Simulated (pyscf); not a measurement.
Structures and frequencies: ωB97X-D3(BJ)/def2-SVP in PySCF.

Q: How much does it cost (ΔH, 298 K, ωB97M-D3(BJ)/def2-TZVP) to split `[NH2][SnH2][GeH3]` at its N–Sn bond into NH₂• + H₃Ge–SnH₂•?

A: N–Sn to NH₂• + H₃Ge–SnH₂•: 296.5 kJ/mol. The 7 functionals that were run give +277.4 (r²SCAN) to +309.8 kJ/mol (ωB97X-D3(BJ)). Other isomers of H₃Ge–SnH₂• were not searched in full and may lie lower. Elements up to Kr have no core potential and no relativistic terms here. Elements past Kr carry the def2 core potentials, without spin-orbit coupling.
